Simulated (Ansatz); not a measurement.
```yaml
crystal:
  periodic: [false, false, false]
  atoms:
    - {symbol: Se, position_ang: [0.000000, 0.000000, 0.000000]}
    - {symbol: Na, position_ang: [0.000000, 0.000000, 2.604000]}
basis:
  gaussian: {orbitals: def2-TZVP}
total_charge: 1
magnetization: {spin_polarized: true, initial_magnetization: 2}
hamiltonian: {xc: pbe0}
relax: {f_tol: 0.004, max_steps: 80}
```

```sh
$ ansatz run in.yaml --threads 1 --pin off --events-out ev --progress --plain --max-ram 2176MiB
```

Steps of the relaxation (energy above the last step; positions in Å, forces in eV/Å):

```
2
step 1, 154.4 meV
Se    0.000    0.000    0.000    0.000    0.000   -1.080
Na    0.000    0.000    2.604    0.000    0.000    1.080
```

```
2
step 2, 38.5 meV
Se    0.000    0.000   -0.079    0.000    0.000   -0.441
Na    0.000    0.000    2.683    0.000    0.000    0.441
```

```
2
step 3, 6.7 meV
Se    0.000    0.000   -0.133    0.000    0.000   -0.161
Na    0.000    0.000    2.737    0.000    0.000    0.161
```

```
2
step 5, 0.0 meV
Se    0.000    0.000   -0.177    0.000    0.000   -0.002
Na    0.000    0.000    2.781    0.000    0.000    0.002
```

Close pairs at the end: Se1–Na2 2.957 Å.

A stationary point of unrestricted PBE0 after 5 steps, with ⟨S²⟩ = 2.005 against 2.00 for a pure state. 17 s on 1 thread of AMD EPYC 7R13, shared host.
